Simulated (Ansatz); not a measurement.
The input, for Ansatz 0.2.0:

```yaml
crystal:
  periodic: [false, false, false]
  atoms:
    - {symbol: Ge, position_ang: [0.000000, 0.000000, 1.767500]}
    - {symbol: C, position_ang: [0.000000, 0.000000, 0.000000]}
    - {symbol: Ge, position_ang: [0.000000, 0.000000, -1.767500]}
basis:
  gaussian: {orbitals: cc-pVDZ}
hamiltonian: {xc: {name: PBE}}
output: {orbitals: {seedname: orbitals}}
```

```sh
$ ansatz run in.yaml --threads 1 --pin off --events-out ev --progress --plain --max-ram 2816MiB --backend cpu
```

The program prints:

```
791 factors; integrals over basis functions are off by at most 7.7e-4 eV
mean field evaluation 1: about -114033.2330 eV, gradient 8.2e1 eV
mean field evaluation 2: about -113950.8285 eV, gradient 1.2e2 eV
mean field evaluation 4: about -114050.9328 eV, gradient 1.1e1 eV
mean field evaluation 8: about -114051.2087 eV, gradient 2.4e-1 eV
mean field evaluation 16: about -114051.2084 eV, gradient 4.4e-5 eV
mean field -114051.20840164 eV, -4191.3046020745 hartree, gradient 4.3e-5 eV, S^2 0.000000; 0 other end points of the search recorded, 0 dependent functions left out
reference -114051.20842747 eV, -4191.3046030239 hartree; 35, 35 occupied and 33, 33 virtual orbitals, 791 factors
Total energy: -114051.20842747 eV, -4191.3046030239 hartree
```

Ran on 1 thread of AMD EPYC 7R13, shared host: 1.7 s wall, 0.24 GiB peak host memory.
